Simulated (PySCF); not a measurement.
All values below come from BP86-D3(BJ)/def2-TZVP // BP86-D3(BJ)/def2-SVP (PySCF). All species are isolated molecules in the gas phase. 

Reference species (SMILES): `[OH]` (neutral, multiplicity 2).

The dipole moment is 1.74 D and the highest occupied spin orbital is -7.30 eV.

Changed species: `[NH2]` (free radical NH2; the reference has free radical OH).

Problem. Predict the effect on the dipole moment and highest occupied spin orbital.

Solution. the dipole moment rises by 0.19 D, to 1.93 D; the highest occupied spin orbital falls by 0.04 eV, to -7.34 eV.
